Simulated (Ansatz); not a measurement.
Calculated with Ansatz (gas phase, PBE0-D4/def2-TZVP geometries, no zero-point term in ΔE). CCSD(T)/CBS is the MP2 limit (def2-TZVPP, def2-QZVPP) plus CCSD(T) − MP2 in def2-TZVPP, frozen cores. This one scheme is used for every species. Functionals use def2-TZVPP. B3LYP here is the variant with VWN-RPA as its local correlation; programs differ in this. One conformer a species, not always the lowest.

Consider the substitution at a C–C bond: `OC(F)C1C=C1` + H–F → `OC(F)F` + `C1=CC1`.

```json
{"level": "PBE-D4", "ΔE (kcal/mol)": "0.8"}
{"level": "B3LYP-D4", "ΔE (kcal/mol)": "0.4"}
{"level": "ωB97X-V", "ΔE (kcal/mol)": "0.1"}
{"level": "B2PLYP", "ΔE (kcal/mol)": "0.0"}
{"level": "r2SCAN", "ΔE (kcal/mol)": "-0.8"}
{"level": "HF/def2-TZVPP", "ΔE (kcal/mol)": "-4.4"}
{"level": "CCSD/def2-TZVPP", "ΔE (kcal/mol)": "1.4"}
{"level": "CCSD/CBS(def2)", "ΔE (kcal/mol)": "3.1"}
```

Question: What does CCSD(T)/CBS give? (Best estimate.)

Answer: Computed: +3.8 kcal/mol. The listed levels differ from it by -3.0, -3.4, -3.7, -3.8, -4.6, -8.2, -2.4, -0.7 kcal/mol.

Largest T1 diagnostic among the species: 0.012.

In def2-TZVPP, CCSD(T) changes the Hartree–Fock value by +6.5 kcal/mol (the triples alone add +0.6 kcal/mol) and MP2 by +8.3 kcal/mol. The D4 term adds +2.2 kcal/mol with B3LYP and +1.2 kcal/mol with PBE0; it sums over pairs of atoms, weighted by their polarisabilities, and B3LYP, whose exchange is more repulsive, gets the larger term.
